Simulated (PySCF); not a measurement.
BeH, SMILES [BeH+], charge +1. Atoms are numbered in the order given.

```xyz
2

Be     0.0000     0.0000    -0.2647
H      0.0000     0.0000     1.0589
```
Charge +1, spin multiplicity 1.

Geometry optimised at PBE0-D3(BJ)/def2-TZVPD. The spin state was assumed, not searched.

Two levels are set side by side: PBE/pcSseg-2 (PySCF) and PBE0/pcSseg-2 (PySCF). GIAO shifts against TMS (¹H) at the same level; non-relativistic, no solvent, atoms listed together averaged. Differences are taken from unrounded values.

| quantity | PBE0 |
|---|---|
| δ(¹H) of H2 (ppm) | 6.96 |

Q: What does PBE give, and how far is it from PBE0? (Estimate from the structure and the level; the computed values follow.)

A: 
| quantity | PBE | PBE minus PBE0 |
|---|---|---|
| δ(¹H) of H2 (ppm) | 6.99 | 0.03 |

On these quantities the two levels nearly agree.
